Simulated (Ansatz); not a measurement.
A made-up structure of C₃H₅, doublet:

| atom | x (Å) | y (Å) | z (Å) |
| --- | --- | --- | --- |
| C1 | -0.4571 | 0.9592 | -0.6233 |
| C2 | 0.3429 | 0.2330 | 0.2319 |
| C3 | 0.2206 | -1.1199 | 0.4633 |
| H4 | -1.2558 | 0.4809 | -1.1794 |
| H5 | -0.3141 | 2.0223 | -0.7655 |
| H6 | 1.1283 | 0.7664 | 0.7629 |
| H7 | -0.1110 | 0.1322 | -1.1889 |
| H8 | 0.8792 | -1.6384 | 1.1476 |

It is relaxed with PBE-D4/def2-SVP and then PBE0-D4/def2-TZVP (Ansatz 0.2.0). Atoms count as bonded within 1.22 times the sum of their covalent radii (H–H: 0.88 Å). The end point is not checked to be a true minimum.

**Question.** Does its bonding change? (Judge from chemistry; the calculation decides.)

**Answer.** By the calculation: No: no bond forms or breaks.

Where it ends: The first stage lowers the energy by 3.21 eV in 10 steps. It ends as C₃H₅ ([CH][CH][CH3]):
```json
{"atom": "C1", "x (Å)": "-0.3920", "y (Å)": "0.8108", "z (Å)": "-0.8246"}
{"atom": "C2", "x (Å)": "0.4552", "y (Å)": "0.1082", "z (Å)": "0.1884"}
{"atom": "C3", "x (Å)": "0.1637", "y (Å)": "-1.0125", "z (Å)": "0.7899"}
{"atom": "H4", "x (Å)": "-1.3165", "y (Å)": "0.2651", "z (Å)": "-1.0127"}
{"atom": "H5", "x (Å)": "-0.6449", "y (Å)": "1.8188", "z (Å)": "-0.4830"}
{"atom": "H6", "x (Å)": "1.4067", "y (Å)": "0.5921", "z (Å)": "0.4380"}
{"atom": "H7", "x (Å)": "0.1479", "y (Å)": "0.9192", "z (Å)": "-1.7697"}
{"atom": "H8", "x (Å)": "0.6130", "y (Å)": "-1.6660", "z (Å)": "1.5224"}
```

Labels in which every atom is bracketed show which atoms are joined, not bond orders.

For scale, one of the runs: PBE0-D4/def2-TZVP relaxation, 123 basis functions, launched by `ansatz run in.yaml --threads 2 --pin off --events-out ev --progress --plain --max-ram 4352MiB`. Hardware: 2 CPU threads of an Arm Neoverse V2, shared host. Wall time about 15 s.
